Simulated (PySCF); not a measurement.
**Cl₂⁺: one state, many levels of theory**

State: ²Πg (doublet), unpaired electrons π ↑. Set-up: PySCF, no relativity, basis sets Cl 6-31G(d,p). De refers to Cl⁺ + Cl in their high-spin ground configurations, without counterpoise correction. The functionals are run spin-unrestricted.

| Level | Re (Å) | ωe (cm⁻¹) | De (eV) |
| --- | --- | --- | --- |
| UHF | 1.874 | 736 | 1.04 |
| UHF-MP2 | 1.930 | 600 | 2.88 |
| UHF-SCS-MP2 | 1.931 | 602 | 2.73 |
| UHF-CCSD | 1.926 | 621 | 2.62 |
| UHF-CCSD(T) | 1.940 | 590 | 2.81 |
| PBE | 1.947 | 591 | 4.18 |
| revPBE | 1.953 | 583 | 3.93 |
| PW91 | 1.948 | 590 | 4.20 |
| r²SCAN | 1.929 | 614 | 3.78 |
| B3LYP | 1.940 | 610 | 3.62 |
| PBE0 | 1.910 | 651 | 3.63 |
| LC-ωPBE | 1.880 | 716 | 3.26 |

The bond length runs from 1.874 Å (UHF) to 1.953 Å (revPBE). De spans 1.04 eV (UHF, mean field) to 4.20 eV (PW91, GGA). Correlation at CCSD(T) changes the Hartree–Fock bond energy by +1.77 eV; the triples alone change it by +0.19 eV.

Correlated steps freeze 10 core orbitals. Correlated levels converge slowly with the basis: in double zeta they bind strong bonds too weakly, by up to about 1 eV, and carry superposition errors of some tenths. The state was picked by a PBE0 search and need not be the measured ground state.
